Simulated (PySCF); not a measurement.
Species: cyclopropanecarboxylic acid, C4H6O2.
SMILES: `C1C(C1)C(O)=O`

Vertical excitations from PySCF (density fitting, frozen core in the response, grid level 2 and gas phase unless stated; continuum runs use non-equilibrium linear response for the excitations) on a GFN2-xTB geometry. Reference run:

| settings | S1, eV (f) | S2, eV (f) | S3, eV (f) | S4, eV (f) | S5, eV (f) | S6, eV (f) | T1, eV (Tamm–Dancoff) | mean α (au) |
| --- | --- | --- | --- | --- | --- | --- | --- | --- |
| CAM-B3LYP/def2-SVPD, full TDDFT, 8 singlets | 6.00 (0.000) | 7.64 (0.108) | 8.00 (0.145) | 8.27 (0.010) | 8.39 (0.001) | 8.65 (0.181) | 5.55 | 52.8 |

Question: What do these settings give: (1) PBE0/6-311+G(2d,p), full TDDFT, 12 singlets; (2) CAM-B3LYP/ANO-RCC-VDZP, fitting basis def2-universal-jkfit, full TDDFT, 3 singlets?

Answer: 
```
                                                                          settings    S1, eV (f)    S2, eV (f)    S3, eV (f)    S4, eV (f)    S5, eV (f)    S6, eV (f)  T1, eV (Tamm–Dancoff)  mean α (au)
                                       PBE0/6-311+G(2d,p), full TDDFT, 12 singlets  5.97 (0.000)  7.20 (0.074)  7.69 (0.074)  7.86 (0.102)  7.87 (0.005)  7.92 (0.000)                      –         52.3
CAM-B3LYP/ANO-RCC-VDZP, fitting basis def2-universal-jkfit, full TDDFT, 3 singlets  6.02 (0.000)  7.52 (0.090)  8.06 (0.156)             –             –             –                   5.55         47.3
```

(1) S1 moves by -0.03 eV; functional and basis change together, so the shift can't be laid on one. (2) S1 moves by +0.02 eV. States are counted by energy in each run and needn't keep their character from row to row.

All basis functions are spherical, in the Pople sets too. ANO-RCC sets were contracted for a scalar-relativistic Hamiltonian, but ran non-relativistically here.

Question: Which orbital pairs make up S1 in each run, and how does it sit against the orbital gap?

Answer: 
| settings | S1 configurations (weight) | S1 (eV) | orbital gap (eV) | S1 − gap (eV) |
| --- | --- | --- | --- | --- |
| CAM-B3LYP/def2-SVPD, full TDDFT, 8 singlets | H→L+1 0.94 | 6.00 | 10.87 | -4.87 |
| PBE0/6-311+G(2d,p), full TDDFT, 12 singlets | H→L 0.97 | 5.97 | 8.24 | -2.27 |
| CAM-B3LYP/ANO-RCC-VDZP, fitting basis def2-universal-jkfit, full TDDFT, 3 singlets | H→L+2 0.95 | 6.02 | 10.61 | -4.59 |

The values belong to the conformer `[O:1]=[C:2]([OH:3])[CH:4]1[CH2:5][CH2:6]1`: O1–C2–C4–C5 33°, H–O3–C2–O1 0°.
